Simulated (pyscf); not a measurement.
F–BH–F + CH₄ → HF + H₃C–BH–F (four-centre exchange; singlet surface; B–F, C–H broken, F–H, B–C formed). PySCF, gas phase, ωB97X-D3(BJ)/def2-SVP geometries. MP2 and CC: frozen core, UHF for open shells. ΔMP2 is the change of the MP2 total energy from the triple- to the quadruple-zeta basis. Energies in kJ/mol from the separated reactants.

| level | barrier | reaction energy |
|---|---|---|
| ωB97X-D3(BJ)/def2-TZVP | 245.2 | +157.6 |
| PBE/def2-TZVP | 216.4 | +157.4 |
| r²SCAN/def2-TZVP | 228.9 | +164.8 |
| HF/def2-TZVP | 344.1 | +175.1 |
| MP2/def2-QZVPP | 245.3 | +152.7 |
| CCSD/def2-TZVPP | 266.1 | +157.0 |
| CCSD(T)/def2-TZVPP + ΔMP2(QZVPP) | [?] | [?] |

Q: Some entries are withheld; supply them.

A: 
- CCSD(T)/def2-TZVPP + ΔMP2(QZVPP), barrier: 252.8
- CCSD(T)/def2-TZVPP + ΔMP2(QZVPP), reaction energy: +153.2

Of the functionals in the table, ωB97X-D3(BJ) is closest to CCSD(T)/def2-TZVPP + ΔMP2(QZVPP) in the barrier (7.6 kJ/mol apart) and PBE least close (36.4 kJ/mol); that level has limits of its own. The same reactants have a lower exit, to H₃C–B(F)–F + H₂ (barrier +210.3 kJ/mol at ωB97M-D3(BJ), against +244.5 kJ/mol here). One saddle was located; it need not be the lowest between these sides. The CCSD(T) − MP2 part came from Ansatz, without density fitting, on the same reference.
